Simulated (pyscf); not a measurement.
Single points on ωB97X-D3(BJ)/def2-SVP structures (PySCF, gas phase).

Q: For the elementary gas-phase step H₂O + HO–ZnH → HO–Zn–OH + H₂ (singlet surface; H–O, H–Zn broken, O–Zn, H–H formed), what barrier and reaction energy does ωB97M-D3(BJ)/def2-TZVP give, measured from the separated reactants?

A: ΔE‡ = 0.96 eV, ΔE = -0.03 eV. Zero-point energy shifts the barrier by -0.04 eV. It is a four-centre exchange, with an imaginary mode of 1231i cm⁻¹. On the reactant side the descent ends in an adduct with a O–Zn contact (not fully relaxed), 0.59 eV under the separated species and 1.49 eV under the saddle at ωB97X-D3(BJ)/def2-TZVP. What is counted as formed (O–Zn) is already present as a longer contact in the reactant adduct; forming that adduct is a step of its own. At the saddle there is also a short H–Zn contact that neither side keeps. One saddle was located; it need not be the lowest between these sides. Elements up to Kr have no core potential and no relativistic terms here.
